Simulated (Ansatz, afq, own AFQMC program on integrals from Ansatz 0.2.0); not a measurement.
Integrals from Ansatz 0.2.0, then the random walk in our own AFQMC program (afq).

```yaml
crystal:
  periodic: [false, false, false]
  atoms:
    - {symbol: Ge, position_ang: [0.000000, -0.030265, 0.000000]}
    - {symbol: H, position_ang: [0.000000, 1.090584, -1.133489]}
    - {symbol: H, position_ang: [0.000000, 1.090579, 1.133493]}
basis:
  gaussian: {orbitals: cc-pVDZ}
magnetization: {spin_polarized: true, initial_magnetization: 0}
correlation: {method: ccsd_t, electrons: outside_noble_gas, hamiltonian_folder: ham}
```

```sh
$ ansatz run in.yaml --threads 1 --pin off --events-out ev --progress --plain --max-ram 24576MiB --backend cuda --devices 0, --max-vram 18GiB
```

afq runs on the folder ham with

```
--method free --trial cisd --walkers 4000 --time-step 0.03 --max-blocks 4000 --target-error 0.0003 --factor-cut 1e-05 --seed 8169 --times 0,0.3,0.6,1.2,1.8,2.4,3.6,4.8,6 --taylor-order 8
```

Times are imaginary, in 1/Eh. The walk had a cap of 61 s. Filled inner d shells are frozen with the cores.

Log:

```
orbitals 23  electrons 3 3  factors 173 of 415
reference energy -2076.44359467 Eh
CCSD correlation -0.11007903 Eh in 11 cycles, weight of the determinant in the CISD state 0.9166
repeat  energy at the last time / Eh  error
    10  -2076.556293  0.000065
    20  -2076.556263  0.000045
    30  -2076.556253  0.000031
time / (1/Eh)  energy / Eh  error  mean overlap
  0.00  -2076.553672  0.000006  1.0910
  0.30  -2076.554856  0.000009  1.0921
  0.60  -2076.555456  0.000009  1.0915
  1.20  -2076.555958  0.000013  1.0914
  1.80  -2076.556142  0.000016  1.0908
  2.40  -2076.556175  0.000017  1.0918
  3.60  -2076.556247  0.000024  1.0944
  4.80  -2076.556249  0.000027  1.0975
  6.00  -2076.556259  0.000031  1.0999
energy -2076.556259 +/- 0.000031 Eh
```

The run passed its tests (error under three times the target), which doesn't prove that it has relaxed.

Against this walk (error 0.8 meV) on the same determinant: CCSD(T) 16.1 meV higher, CCSDT(Q) 0.1 meV higher (within the noise), CCSDTQ 0.4 meV lower (within the noise), full CI 0.5 meV lower (within the noise). The error is statistical, and a free projection of finite length keeps a remainder of its start.

Cautions: remainder of the start not in the error; no relativity below Rb; no spin-orbit coupling; inner d shell frozen; an unrestricted solution with more broken spin lies lower (27 meV, ⟨S²⟩ 0.23), while this determinant keeps restricted orbitals.

The walk took 14 s on 1 × NVIDIA H100 80GB HBM3 with 2 threads of AMD EPYC 7R13 Processor (Zen 3) (shared host) (the card was shared). The log's last line is the free-projection energy.

CCSDT and higher add their correlation energy to the determinant of the CCSD(T) run, since their own runs factorise the integrals more tightly (a shift of under 2 meV). A walk keeps the symmetry of its determinant, which the program's search chose and which needn't be the lowest solution, so a lower state of the same spin and another symmetry isn't excluded.
